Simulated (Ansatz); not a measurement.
# BH2ClO (SMILES OBCl) at 6 levels

Wanted: a comparison of 6 runs (B3LYP/STO-3G, SVWN5/STO-3G, UMP2/STO-3G, CCSD/STO-3G, CCSD(T)/STO-3G, FCI/STO-3G) of BH2ClO. 

The calculation is run with Ansatz 0.2.0.

65 further runs of the same task are left out: 4 that didn't finish, 61 set aside as unsound or not needed.

## (1) The molecule

BH2ClO has 5 atoms, charge 0, and is taken as a singlet. SMILES: `OBCl`. The Cl3–B2 distance was set to 2.649 Å, away from the relaxed value. At this shape a bond of the SMILES string is far longer than usual.

Bond lengths: O1–B2 1.340 Å, O1–H4 0.963 Å, B2–H5 1.189 Å. Angles: O1–B2–H5 119.8°, B2–O1–H4 113.9°. A long bond or contact: B2–Cl3 2.649 Å.

## (2) The energy at B3LYP/STO-3G (run 1)

Contents of input.yaml:

```yaml
crystal:
  periodic: [false, false, false]
  atoms:
    - {symbol: O, position_ang: [-1.068105, -1.435218, 0.263706]}
    - {symbol: B, position_ang: [0.174195, -0.953818, 0.404506]}
    - {symbol: Cl, position_ang: [0.788600, 1.496000, -0.395300]}
    - {symbol: H, position_ang: [-1.682505, -0.815418, -0.143094]}
    - {symbol: H, position_ang: [1.018495, -1.631718, 0.895206]}
basis:
  gaussian: {orbitals: STO-3G}
hamiltonian: {xc: {name: B3LYP}}
accuracy: high
```

Started as:

```
$ ansatz run input.yaml --threads 1 --pin off --max-ram 2610MiB --events-out events.jsonl --progress --plain --runs-dir runs
```

Log:

```text
Warning: RAYON_NUM_THREADS=1 ignored (pool sized by the plan → 1); use --threads N
Functional definition: B3LYP
  name "B3LYP"
  parameter a0 = 0.2
  parameter ax = 0.72
  parameter ac = 0.81
  exchange = (1 - a0 - ax)*slater_x + ax*b88_x + a0*exact_x
  correlation = (1 - ac)*vwn_rpa_c + ac*lyp_c
355 factors; integrals over basis functions are off by at most 3.1e-8 eV
mean field evaluation 1: about -15101.3213 eV, gradient 1.7e1 eV
mean field evaluation 2: about -15025.5168 eV, gradient 9.8e1 eV
mean field evaluation 4: about -15104.2397 eV, gradient 3.2e0 eV
mean field evaluation 8: about -15104.2482 eV, gradient 1.9e-1 eV
mean field evaluation 16: about -15104.2484 eV, gradient 1.7e-6 eV
mean field -15104.24839894 eV, -555.0708906339 hartree, gradient 1.2e-8 eV, S^2 0.000000; 0 other end points of the search recorded, 0 dependent functions left out
reference -15104.24842690 eV, -555.0708916612 hartree; 16, 16 occupied and 5, 5 virtual orbitals, 355 factors
Total energy: -15104.24842690 eV, -555.0708916612 hartree
```

Wall time 1.2 s (1 thread of Arm Neoverse V1, shared host); peak memory 0.095 GiB.

## (3) The energy at SVWN5/STO-3G (run 2)

Contents of run.yaml:

```yaml
crystal:
  periodic: [false, false, false]
  atoms:
    - {symbol: O, position_ang: [-1.068105, -1.435218, 0.263706]}
    - {symbol: B, position_ang: [0.174195, -0.953818, 0.404506]}
    - {symbol: Cl, position_ang: [0.788600, 1.496000, -0.395300]}
    - {symbol: H, position_ang: [-1.682505, -0.815418, -0.143094]}
    - {symbol: H, position_ang: [1.018495, -1.631718, 0.895206]}
basis:
  gaussian: {orbitals: STO-3G}
accuracy: high
hamiltonian: {xc: {name: SVWN5}}
```

Started as:

```
$ ansatz run run.yaml --threads 1 --pin off --max-ram 2610MiB --events-out events.jsonl --progress --plain --runs-dir runs
```

Log:

```text
Warning: RAYON_NUM_THREADS=1 ignored (pool sized by the plan → 1); use --threads N
Functional definition: SVWN5
  name "SVWN5"
  exchange = slater_x
  correlation = vwn5_c
355 factors; integrals over basis functions are off by at most 3.1e-8 eV
mean field evaluation 1: about -15037.0717 eV, gradient 1.6e1 eV
mean field evaluation 2: about -14943.9823 eV, gradient 8.5e1 eV
mean field evaluation 4: about -15039.6040 eV, gradient 7.3e0 eV
mean field evaluation 8: about -15039.8562 eV, gradient 3.3e-1 eV
mean field evaluation 16: about -15039.7924 eV, gradient 1.8e-5 eV
mean field -15039.79238384 eV, -552.7021757687 hartree, gradient 1.6e-8 eV, S^2 0.000000; 0 other end points of the search recorded, 0 dependent functions left out
reference -15039.79238564 eV, -552.7021758348 hartree; 16, 16 occupied and 5, 5 virtual orbitals, 355 factors
Total energy: -15039.79238564 eV, -552.7021758348 hartree
```

It took 0.78 s on 1 thread of Arm Neoverse V1, shared host; peak memory 0.091 GiB.

Runs 3 to 5 aren't shown in full; the table further down has their settings and results.

## (4) A single-point energy at FCI/STO-3G (run 6)

Contents of job.yaml:

```yaml
crystal:
  periodic: [false, false, false]
  atoms:
    - {symbol: O, position_ang: [-1.068105, -1.435218, 0.263706]}
    - {symbol: B, position_ang: [0.174195, -0.953818, 0.404506]}
    - {symbol: Cl, position_ang: [0.788600, 1.496000, -0.395300]}
    - {symbol: H, position_ang: [-1.682505, -0.815418, -0.143094]}
    - {symbol: H, position_ang: [1.018495, -1.631718, 0.895206]}
basis:
  gaussian: {orbitals: STO-3G}
correlation: {method: fci, frozen_orbitals: {B: 1, Cl: 5, H: 0, O: 1}}
accuracy: high
```

Started as:

```
$ ansatz run job.yaml --threads 1 --pin off --max-ram 2610MiB --events-out events.jsonl --progress --plain --runs-dir runs
```

Log:

```text
Warning: RAYON_NUM_THREADS=1 ignored (pool sized by the plan → 1); use --threads N
Functional definition: HF
  name "HF"
  exchange = exact_x
  correlation = 0
355 factors; integrals over basis functions are off by at most 3.1e-8 eV
mean field evaluation 1: about -15069.3408 eV, gradient 2.1e1 eV
mean field evaluation 2: about -15069.3793 eV, gradient 2.1e1 eV
mean field evaluation 4: about -15072.4405 eV, gradient 2.3e0 eV
mean field evaluation 8: about -15072.4693 eV, gradient 6.6e-2 eV
mean field -15072.46930099 eV, -553.9030303247 hartree, gradient 1.5e-8 eV, S^2 0.000000; 0 other end points of the search recorded, 0 dependent functions left out; unrestricted orbitals would lower it
mean field evaluation 16: about -15072.5938 eV, gradient 4.1e0 eV
7 core orbitals not correlated: weight in the atoms' cores, before any rotation towards them, 1.000 or more for the frozen orbitals, at most 0.000 for the correlated occupied ones
reference -15072.46930099 eV, -553.9030303247 hartree; 9, 9 occupied and 5, 5 virtual orbitals, 355 factors
state -15076.29251146 eV, -554.0435307182 hartree
Total energy: -15076.29251146 eV, -554.0435307182 hartree
```

Wall time 23 s (1 thread of Arm Neoverse V1, shared host); peak memory 0.36 GiB.

## (5) All runs side by side

```tsv
run	level	frozen core orbitals	energy (Eh)	wall time
1	B3LYP/STO-3G	–	-555.070892	1.2 s
2	SVWN5/STO-3G	–	-552.702176	0.78 s
3	UMP2/STO-3G	7	-553.997081	0.3 s
4	CCSD/STO-3G	7	-554.036652	0.18 s
5	CCSD(T)/STO-3G	7	-554.043010	0.18 s
6	FCI/STO-3G	7	-554.043531	23 s
```

## (6) What came out

| quantity | value |
| --- | --- |
| run 6: total energy | -554.04353 Eh |
| run 6: correlation energy (7 core orbitals frozen) | -140.5 mEh |

**Reading.** Against full CI in this basis: UMP2 +46.4 mEh; CCSD +6.9 mEh; CCSD(T) +0.5 mEh. Totals of different functionals can't be ranked against each other. In runs 4, 5 the log says that unrestricted orbitals would lower the reference, so the values rest on an unstable closed-shell determinant (other closed-shell runs at this shape may share the fault). In runs 1, 2, 3, 4, 5, 6 the basis is minimal, so the values are rough. Spin contamination of the reference: run 3 ⟨S²⟩ = 0.42. All runs together took 25 s, the longest 23 s.
